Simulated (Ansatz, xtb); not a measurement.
# A geometry optimisation of CO2 with r2SCAN-D4/def2-SVP

The starting geometry of this gas-phase singlet has its atoms placed at random.

```csv
atom,x (Å),y (Å),z (Å)
C,0.2652,-0.1639,-0.6784
O,-0.7110,0.6954,-0.6911
O,0.5743,-1.5574,-0.2173
```

Q: Guess where an optimisation with r2SCAN-D4/def2-SVP ends from this start.

A: It ends as `O=C=O`. Distances that change by over a tenth: C1–O2 (1.30 → 1.16 Å), C1–O3 (1.50 → 1.16 Å).

The energy falls by 4.35 eV over 5 steps:

```tsv
step	E − E(last) (eV)
1	4.346
2	0.957
3	0.165
4	0.000
5	0.000
```

Final geometry (Å):

```xyz
3

C     0.0429   -0.3419   -0.5290
O    -0.5334    0.6492   -0.7337
O     0.6189   -1.3331   -0.3241
```

From the same start GFN2-xTB reaches the same bonding as this run.

From so rough a start the end depends on the optimiser's path, so another program may land elsewhere. The end wasn't checked by frequencies. Run with Ansatz 0.2.0, 2.9 s on 1 thread of Intel(R) Xeon(R) Platinum 8488C (Sapphire Rapids), on a shared host.
